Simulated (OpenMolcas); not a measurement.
Run times for triplet BHF2

BHF2: 4 atoms, total charge 0, spin state triplet. SMILES of the parent species: `FBF`. The shape is that of a PBE0-D4/def2-TZVP optimisation. That shape belongs to the parent species and isn't relaxed for this state.

```xyz
4

F     1.1543    0.4569   -0.3619
B    -0.0019   -0.0310    0.0252
F    -1.0954    0.5287   -0.4389
H    -0.0570   -0.9546    0.7756
```

Program: OpenMolcas 26.06. Hardware: 1 thread of Arm Neoverse V2, shared host, so times are rough. Two-electron integrals are exact unless an approximation is named.

(1) Estimate their order by wall time, quickest first.
A. energy at UBHLYP/def2-TZVPP, grid UltraFine
B. energy at UHF/3-21G
C. energy at UB3LYP/6-31G* (Cartesian functions), grid UltraFine

Answers

(1) B (1.6 s), C (12 s), A (40 s).
